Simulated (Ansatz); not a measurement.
Born–Oppenheimer molecular dynamics of BFH₅Si (8 atoms, charge 0, multiplicity 2). It starts from a rough guess of a transition structure, not a stationary point.

Computed with UKS B3LYP/cc-pVDZ in Ansatz 0.2.0.

* ensemble: NVE (velocity Verlet)
* time step: 0.5 fs
* steps asked: 150
* starting velocities drawn for: 100 K
* seed: 359624

First frame:

```xyz
8
Properties=species:S:1:pos:R:3
F -1.155 -0.799 0.638
B -0.690 -0.337 -0.871
Si 0.650 0.347 0.533
H -0.315 -1.259 -1.473
H -1.417 0.478 -1.272
H -0.046 1.296 1.391
H 1.736 1.060 -0.184
H 1.236 -0.786 1.238
```

Problem. How far do the bonds stretch over the last three quarters of this one trajectory? (Pairs bonded in most of those frames.)

Solution. 
| bond | mean (Å) | spread (Å) | shortest | longest |
| --- | --- | --- | --- | --- |
| F1–B2 | 1.413 | 0.081 | 1.27 | 1.53 |
| B2–H4 | 1.215 | 0.027 | 1.17 | 1.26 |
| B2–H5 | 1.220 | 0.037 | 1.16 | 1.28 |
| Si3–H6 | 1.492 | 0.025 | 1.45 | 1.53 |
| Si3–H7 | 1.503 | 0.025 | 1.46 | 1.54 |
| Si3–H8 | 1.492 | 0.024 | 1.45 | 1.53 |

Mean temperature of the second half: 809 K. The conserved energy stayed within 0.13 meV per atom of its start (net change -0.11 meV per atom), so the integration is sound. The system heated up, since it started high on the potential surface and ran downhill. A run of 0.075 ps of so small a system gives no equilibrium averages.

Run time: 7.9 min on 2 threads of Arm Neoverse N1 (shared host), peak memory 0.16 GiB.
